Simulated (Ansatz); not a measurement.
Input file:

```yaml
crystal:
  periodic: [false, false, false]
  atoms:
    - {symbol: C, position_ang: [-0.099755, 0.000000, 0.000000]}
    - {symbol: H, position_ang: [0.594346, 0.000000, -0.845013]}
    - {symbol: H, position_ang: [0.594346, 0.000000, 0.845013]}
basis:
  gaussian: {orbitals: aug-cc-pVDZ}
total_charge: 1
magnetization: {spin_polarized: false, initial_magnetization: 1}
correlation: {method: fic_mrcisd_q, electrons: outside_noble_gas, active_space: {window: {electrons: 3, orbitals: 3}}}
```

```sh
$ ansatz run in.yaml --threads 1 --pin off --events-out ev --progress --plain --max-ram 2393MiB
```

Question: Roughly how long does this take on 1 thread of Arm Neoverse V2, shared host, and how much host memory?

Answer: 0.54 s wall and 0.09 GiB.

```
408 factors; integrals over basis functions are off by at most 7.7e-4 eV
mean field evaluation 1: about -1048.3433 eV, gradient 9.5e0 eV
mean field evaluation 2: about -1048.3433 eV, gradient 9.5e0 eV
mean field evaluation 4: about -1048.8572 eV, gradient 4.5e-1 eV
mean field evaluation 8: about -1048.8595 eV, gradient 7.6e-5 eV
mean field -1048.85951179 eV, -38.5448761157 hartree, gradient 5.8e-7 eV, S^2 0.750000; 0 other end points of the search recorded, 0 dependent functions left out
reference -1048.85951179 eV, -38.5448761157 hartree; 4, 3 occupied and 37, 38 virtual orbitals, 408 factors
state -1049.31547608 eV, -38.5616324945 hartree
contracted CI cycle   1: correlation 0.00000000 eV, 0.0000000000 hartree, residual 1.28e1 eV
contracted CI cycle   2: correlation -2.15213873 eV, -0.0790896396 hartree, residual 2.48e0 eV
contracted CI cycle   3: correlation -2.24315946 eV, -0.0824345895 hartree, residual 7.11e-1 eV
contracted CI cycle   4: correlation -2.25194356 eV, -0.0827573994 hartree, residual 2.49e-1 eV
contracted CI cycle   5: correlation -2.25317817 eV, -0.0828027704 hartree, residual 1.12e-1 eV
contracted CI cycle   6: correlation -2.25341178 eV, -0.0828113557 hartree, residual 4.75e-2 eV
contracted CI cycle   7: correlation -2.25345173 eV, -0.0828128237 hartree, residual 1.88e-2 eV
contracted CI cycle   8: correlation -2.25345841 eV, -0.0828130691 hartree, residual 7.88e-3 eV
contracted CI cycle   9: correlation -2.25345968 eV, -0.0828131158 hartree, residual 3.59e-3 eV
contracted CI cycle  10: correlation -2.25345994 eV, -0.0828131255 hartree, residual 1.60e-3 eV
contracted CI cycle  11: correlation -2.25345999 eV, -0.0828131274 hartree, residual 7.43e-4 eV
state -1049.31547608 eV, -38.5616324945 hartree; corrected -1051.65752580 eV, -38.6477012341 hartree
Total energy: -1051.65752580 eV, -38.6477012341 hartree
```

Natural occupations: 1.9815 1.0007 0.0178.

For the same geometry and basis full CI lies 5.3 meV higher.
